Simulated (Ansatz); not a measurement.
## Worked example: correlation energy of [H···H···BH₂], doublet

All five atoms lie in one plane.

Geometry: a point of a hydrogen-transfer path between rigid fragments, not a stationary point.

```xyz
5

H    -1.9826    0.0000    0.0000
H    -1.2036    0.0000    0.0000
B     0.1704    0.0000    0.0000
H     0.6794    0.0000    1.0770
H     0.6794    0.0000   -1.0770
```

Basis cc-pVTZ; Ansatz 0.2.0. Only valence electrons are correlated (noble-gas cores frozen), which leaves 7 electrons in 85 orbitals. Prefix R: restricted or restricted open-shell reference; prefix U: unrestricted.

Full CI isn't at hand for all of this; UCCSDT(Q) serves as the reference, and is uncertain by about the last step of the cluster series.

Runs differ by some tens of microhartree through their thresholds and, for an open shell, their frozen cores, so steps under 0.03 kcal/mol mean nothing.

| level | total energy (hartree) |
| --- | --- |
| UHF | -26.850057 |
| UMP2 | -26.975240 |
| UCCSD | -27.001302 |
| UCCSD(T) | -27.004471 |
| UCCSDT | -27.005079 |
| UCCSDT(Q) | -27.005147 |

**Question.** What is the correlation energy at UCCSDT(Q), and what share of it do UMP2 and UCCSD(T) recover?

**Answer.** E(corr) = -27.005147 − (-26.850057) = -0.155090 hartree = -4.220 eV. UMP2: -0.125183 / -0.155090 = 80.72 %. UCCSD(T): -0.154414 / -0.155090 = 99.56 %.

**Question.** By how many kcal/mol does UCCSD(T) miss UCCSDT(Q) (1 hartree = 627.509 kcal/mol), and which steps make up the rest?

**Answer.** -27.004471 − (-27.005147) = 0.000676 hartree = 0.42 kcal/mol. Steps: UCCSDT − UCCSD(T) = -0.38, UCCSDT(Q) − UCCSDT = -0.04 kcal/mol. That is within 1 kcal/mol of the reference in this basis, which itself misses far more of the correlation at the basis-set limit.
